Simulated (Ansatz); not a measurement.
# C₃H₇NOS: a ladder of functionals and wavefunction methods

An exercise on one series of results from a longer session: the logs are not shown, and one member is left open.

Method: functionals in def2-TZVPP, the program's frozen cores in correlated methods; program: Ansatz 0.2.0, Gaussian basis.

The runs, in order: PBE-D4, r2SCAN-D4, PBE0-D4, B3LYP-D4, ωB97X-V, ωB97M-V, B2PLYP; CCSD(T)/def2-TZVPP; MP2/def2-QZVPP; extrapolation to the limit.

**The geometry**

All runs share one geometry, relaxed beforehand with PBE0-D4 in a triple-zeta def2 set.

SMILES `CS/C=C(/N)O`, 13 atoms, charge 0, spin multiplicity 1.

Atoms are counted from 1 here; the program's logs count them from 0.

Bond lengths: C1–S2 1.812 Å, C1–H7 1.090 Å, C1–H8 1.090 Å, C1–H9 1.092 Å, S2–C3 1.736 Å, C3–C4 1.355 Å, C3–H10 1.082 Å, C4–N5 1.364 Å, C4–O6 1.336 Å, N5–H11 1.007 Å, N5–H12 1.005 Å, O6–H13 0.979 Å. Angles: S2–C1–H7 110.3°, S2–C1–H8 110.9°, S2–C1–H9 107.1°, H7–C1–H8 109.8°, H7–C1–H9 109.1°, H8–C1–H9 109.5°, C1–S2–C3 103.5°, S2–C3–C4 119.1°, S2–C3–H10 120.3°, C4–C3–H10 120.5°, C3–C4–N5 125.4°, C3–C4–O6 122.8°, N5–C4–O6 111.8°, C4–N5–H11 115.2°, C4–N5–H12 116.1°, H11–N5–H12 114.9°, C4–O6–H13 104.9°.

Set-up of the first run:

in.yaml reads:

```yaml
crystal:
  periodic: [false, false, false]
  atoms:
    - {symbol: C, position_ang: [-1.172753, -1.224103, 1.664560]}
    - {symbol: S, position_ang: [-0.906220, 0.534541, 1.320726]}
    - {symbol: C, position_ang: [0.557075, 0.546626, 0.386061]}
    - {symbol: C, position_ang: [0.474334, 0.599952, -0.965825]}
    - {symbol: N, position_ang: [1.535559, 0.587592, -1.823441]}
    - {symbol: O, position_ang: [-0.691104, 0.630003, -1.618298]}
    - {symbol: H, position_ang: [-0.363438, -1.616033, 2.280866]}
    - {symbol: H, position_ang: [-1.242683, -1.795304, 0.739057]}
    - {symbol: H, position_ang: [-2.112212, -1.305479, 2.214880]}
    - {symbol: H, position_ang: [1.520730, 0.554677, 0.879031]}
    - {symbol: H, position_ang: [1.363073, 1.000438, -2.725279]}
    - {symbol: H, position_ang: [2.430601, 0.805582, -1.421740]}
    - {symbol: H, position_ang: [-1.372665, 0.646607, -0.915799]}
basis:
  gaussian: {orbitals: def2-TZVPP}
hamiltonian: {xc: pbe, dispersion: d4}
output: {forces: true, orbitals: {seedname: orbitals}}
```

Started as:

```console
$ ansatz run in.yaml --threads 2 --pin off --events-out ev --progress --plain --max-ram 22528MiB --backend cuda --devices 0, --max-vram 18GiB
```

Among the steps run: PBE-D4 (GGA); r2SCAN-D4 (meta-GGA); PBE0-D4 (hybrid); B3LYP-D4 (hybrid); ωB97X-V (range-separated); ωB97M-V (range-separated); B2PLYP (double hybrid); CCSD(T) in def2-TZVPP; MP2 in def2-QZVPP.

One of the session's tables, all rows but one given; the rest of the session is left out.

| method | atomisation energy (kJ/mol) |
| --- | --- |
| PBE-D4 | 5210.7 |
| r2SCAN-D4 | 5056.3 |
| PBE0-D4 | 5082.2 |
| B3LYP-D4 | 5042.0 |
| ωB97X-V | 5050.3 |
| ωB97M-V | 5061.8 |
| B2PLYP | 4978.1 |
| HF/def2-TZVPP | 3479.3 |
| MP2/def2-TZVPP | ? |
| CCSD/def2-TZVPP | 4781.5 |
| CCSD(T)/def2-TZVPP | 4875.9 |
| MP2/CBS | 5132.7 |
| CCSD(T)/CBS | 5025.1 |

**Question.** Estimate the row for MP2/def2-TZVPP.

The run gave: atomisation energy (kJ/mol): 4983.5. In the column «atomisation energy (kJ/mol)» it lies between B2PLYP (4978.1) and CCSD(T)/CBS (5025.1).
